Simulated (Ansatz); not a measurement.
Species: C₂H, charge 1, multiplicity 1. SMILES of the parent species: C#[C]
Structure (B3LYP-D3(BJ)/def2-TZVP (Ansatz, a quantum-chemistry and plane-wave program) minimum search):
```
C
C 1 1.3310
H 1 1.0936 2 149.19
```
Charge +1, spin multiplicity 1.

Parts of the frozen-core correlation energy in STO-3G (Ansatz, hartree). Frozen orbitals: 2; correlated occupied orbitals by spin: 4 and 4; virtual: 5 and 5. No spin-orbit coupling. Non-relativistic. The restricted reference is unstable. The program attaches cautions to this run: large difference.

| term | value |
|---|---|
| reference (HF) | -74.77041 |
| MP2 opposite-spin | … |
| MP2 same-spin | -0.01442 |
| CCSD correlation | … |
| (T) | … |
| T1 diagnostic | 0.258 |
| largest doubles amplitude | 0.422 |

Some entries are withheld; supply them.


- MP2 opposite-spin, value: -0.08191
- CCSD correlation, value: -0.16164
- (T), value: -0.03669
